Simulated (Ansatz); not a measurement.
Born–Oppenheimer molecular dynamics of ClH + H2S (5 atoms, charge 0, multiplicity 1). It starts from a relaxed structure.

All numbers below come from Ansatz, RKS revPBE-D4/6-31G*.

* ensemble: NVE (velocity Verlet)
* time step: 0.5 fs
* steps asked: 224
* starting velocities drawn for: 1000 K
* seed: 629457

First frame:

```xyz
5
Properties=species:S:1:pos:R:3
Cl -0.242 -0.156 -2.477
H 0.135 0.013 -1.222
S 0.600 0.233 1.032
H 0.070 -0.974 1.363
H -0.562 0.884 1.304
```

**Question.** What does the run give?

**Answer.** The run went to its last step.

```
steps done                                               : 224
time covered                                             : 112 fs
mean temperature over the second half                    : 415 K
spread of the potential energy over the second half      : 5.6 meV per atom
mean potential energy of the second half above the start : 45.5 meV per atom
```

The conserved energy stayed within 0.3 meV per atom of its start (net change 0.18 meV per atom), so the integration is sound. A run of 0.11 ps of so small a system gives no equilibrium averages.

**Question.** What happens to the structure?

**Answer.** The same pairs are bonded in the first frame and the last. Pairs count as bonded within 1.25 times the sum of covalent radii (0.12 Å more for H–H). This is one draw of velocities; another would differ in detail.

**Question.** How do temperature and energy run in time?

**Answer.** 
| time (fs) | T (K) | potential energy less start (eV) | conserved less start (meV/atom) |
| --- | --- | --- | --- |
| 0 | 1000 | 0.000 | 0.00 |
| 3.5 | 755 | 0.096 | 0.24 |
| 7 | 730 | 0.105 | 0.10 |
| 10.5 | 538 | 0.180 | 0.20 |
| 14 | 489 | 0.199 | 0.14 |
| 17.5 | 450 | 0.214 | 0.08 |
| 21 | 322 | 0.264 | 0.22 |
| 24.5 | 465 | 0.208 | 0.06 |
| 28 | 284 | 0.279 | 0.26 |
| 31.5 | 433 | 0.220 | 0.06 |
| 35 | 307 | 0.270 | 0.23 |
| 38.5 | 464 | 0.208 | 0.06 |
| 42 | 353 | 0.252 | 0.19 |
| 45.5 | 410 | 0.229 | 0.14 |
| 49 | 396 | 0.235 | 0.18 |
| 52.5 | 406 | 0.231 | 0.14 |
| 56 | 444 | 0.216 | 0.08 |
| 59.5 | 321 | 0.264 | 0.22 |
| 63 | 504 | 0.192 | 0.03 |
| 66.5 | 310 | 0.269 | 0.29 |
| 70 | 499 | 0.194 | 0.04 |
| 73.5 | 320 | 0.265 | 0.25 |
| 77 | 469 | 0.206 | 0.07 |
| 80.5 | 420 | 0.225 | 0.13 |
| 84 | 364 | 0.248 | 0.21 |
| 87.5 | 466 | 0.208 | 0.07 |
| 91 | 331 | 0.261 | 0.26 |
| 94.5 | 533 | 0.181 | 0.02 |
| 98 | 329 | 0.262 | 0.24 |
| 101.5 | 489 | 0.198 | 0.06 |
| 105 | 389 | 0.238 | 0.21 |
| 108.5 | 465 | 0.208 | 0.13 |
| 112 | 398 | 0.234 | 0.18 |

Time of the run: 4.1 min on 1 thread of Intel(R) Xeon(R) Platinum 8259CL CPU @ 2.50GHz (Skylake/Cascade Lake), with other jobs on the host, peak memory 0.098 GiB.
